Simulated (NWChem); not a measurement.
The numbers come from NWChem runs, not from measurements. System: Si2, charge 0, spin multiplicity 3, at a geometry optimised with UPBE0/def2-SVP. The structure started from a generated list of species. Its SCF solution wasn't tested for a lower state. Level: UMP2/def2-TZVP, 10 core orbitals frozen.

The NWChem input:

```
start mol
memory heap 200 mb stack 900 mb global 1100 mb
geometry units angstroms nocenter noautoz
  Si     0.000000     0.000000     1.076635
  Si     0.000000     0.000000    -1.076635
  symmetry group D2h
end
basis spherical
  * library def2-tzvp
end
scf
  uhf
  nopen 2
  maxiter 100
  thresh 1e-7
  semidirect memsize 60000000 filesize 0
  # guess.movecs holds the orbitals of an unrestricted PBE0 run
  vectors input guess.movecs output mol.movecs
end
mp2
  freeze core 10
end
task mp2 energy
```

Output (cleaned and shortened):

```
             Northwest Computational Chemistry Package (NWChem) 7.3.0
             --------------------------------------------------------

                                NWChem Input Module
                                -------------------

 Scaling coordinates for geometry "geometry" by  1.889725989
 (inverse scale =  0.529177249)

 Turning off AUTOSYM since
 SYMMETRY directive was detected!

                             Geometry "geometry" -> ""
                             -------------------------

 Output coordinates in angstroms (scale by  1.889725989 to convert to a.u.)

  No.       Tag          Charge          X              Y              Z
 ---- ---------------- ---------- -------------- -------------- --------------
    1 Si                  14.0000     0.00000000     0.00000000     1.07663500
    2 Si                  14.0000     0.00000000     0.00000000    -1.07663500

 Effective nuclear repulsion energy (a.u.)      48.1680146029

            Nuclear Dipole moment (a.u.)
            ----------------------------
        X                 Y               Z
 ---------------- ---------------- ----------------
     0.0000000000     0.0000000000     0.0000000000

      Symmetry information
      --------------------

 Group name             D2h
 Group number             26
 Group order               8
 No. of unique centers     1

      Symmetry unique atoms

     1


 Summary of "ao basis" -> "" (spherical)
 ------------------------------------------------------------------------------
       Tag                 Description            Shells   Functions and Types
 ---------------- ------------------------------  ------  ---------------------
 *                         def2-tzvp                  on all atoms

 Summary of "ao basis" -> "ao basis" (spherical)
 ------------------------------------------------------------------------------
       Tag                 Description            Shells   Functions and Types
 ---------------- ------------------------------  ------  ---------------------
 Si                        def2-tzvp                13       37   5s5p2d1f
[...]
  AO/Fock/Back tols     =   1.0D-09  1.0D-09  1.0D-09

 GA uses MA = F    GA memory limited = T

 Available:
  local mem=  1.26D+08
 global mem=  1.44D+08
 local disk=  0.00D+00
  mp2_memr nvloc                    59
  nvloc new                    59
   1 passes of   5:        4194304                      25915                   2761674.
   1 passes of   5: M    126152456           G      144168248           F     121958152.

 Semi-direct pass number   1 of   1  for UHF alpha       at        0.8s
  vrange nnbf                  2744
  mp2_eaftype                    10  avail_ma_in_mb                  1099
 EAF : mp2_eaftype filesize          10    1380837.
  mp2_eaf for mointskh                     10
Node 0 wrote      6.5 Mb in      0.0 s     Agg I/O rate:  2176.9 Mb/s
 Done moints_semi at        1.7s
  mp2_eaftype                    10  avail_ma_in_mb                  1089
 EAF : mp2_eaftype filesize          10    1380837.
  mp2_eaf for kh                    10
 Done maket at        1.8s
 Done multipass loop at        1.8s

 GA uses MA = F    GA memory limited = T

 Available:
  local mem=  1.26D+08
 global mem=  1.44D+08
 local disk=  0.00D+00
  mp2_memr nvloc                    61
  nvloc new                    61
   1 passes of   3:        4194304                      20317                   1716759.
   1 passes of   3: M    126152456           G      144168248           F     121958152.

 Semi-direct pass number   1 of   1  for UHF beta        at        1.8s
  vrange nnbf                  2744
  mp2_eaftype                    10  avail_ma_in_mb                  1099
 EAF : mp2_eaftype filesize          10     858379.
  mp2_eaf for mointskh                     10
Node 0 wrote      4.0 Mb in      0.0 s     Agg I/O rate:  1876.7 Mb/s
 Done moints_semi at        2.9s
  mp2_eaftype                    10  avail_ma_in_mb                  1089
 EAF : mp2_eaftype filesize          10     858379.
  mp2_eaf for kh                    10
 Done maket at        2.9s
 Done multipass loop at        2.9s

          -------------------------------------------
          SCF energy                -577.748329586506
          Correlation energy          -0.173816242298
          Singlet pairs                0.000000000000
          Triplet pairs                0.000000000000
          Total MP2 energy          -577.922145828803
          -------------------------------------------

          ---------------------------------------------------
                    Spin Component Scaled (SCS) MP2
          Same spin pairs                     -0.040124609584
          Same spin scaling factor             0.333333333333
          Opposite spin pairs                 -0.133691632714
          Opposite spin scaling fact.          1.200000000000
          SCS-MP2 correlation energy          -0.173804829118
          Total SCS-MP2 energy              -577.922134415623
          ---------------------------------------------------

 -----------------------
 Performance information
 -----------------------

 Timer overhead =  1.66D-07 seconds/call

               Nr. of calls         CPU time (s)                 Wall time (s)                GFlops
             ---------------    -------------------     ------------------------------   -------------------
Name         Min   Avg   Max    Min     Avg     Max     Min     Avg     Max   Mx/calls   Min     Max     Sum
mp2: moin     2     2     2    2.1     2.1     2.1      2.1     2.1     2.1     1.0      0.0     0.0     0.0
mp2: make     2     2     2   3.14E-2 3.14E-2 3.14E-2  3.14E-2 3.14E-2 3.14E-2 1.57E-2   0.0     0.0     0.0
mp2: tota     1     1     1    2.2     2.2     2.2      2.2     2.2     2.2     2.2      0.0     0.0     0.0

 The average no. of pstat calls per process was 5.00D+00
 with a timing overhead of 8.32D-07s

 Task  times  cpu:        2.9s     wall:        2.9s

 Total times  cpu:        2.9s     wall:        2.9s
```
